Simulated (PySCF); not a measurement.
Method: PBE0-D3(BJ)/def2-TZVP (PySCF). Isolated molecules, 0 K electronic values unless said otherwise. One relaxed conformer stands for a flexible species; it need not be the lowest. 

Reference species (SMILES): `S[NH+]` (excited triplet; H–N–S–H torsion 101°) (charge +1, multiplicity 3).

```json
{
  "highest_occupied_spin_orbital": "-15.22 eV"
}
```

Changed species: `[NH2+]` (lower triplet) (X = H, multiplicity 3; the reference has X = mercapto, multiplicity 3).

**Question.** Predict the effect on the highest occupied spin orbital.

**Answer.** the highest occupied spin orbital falls by 5.73 eV, to -20.95 eV.
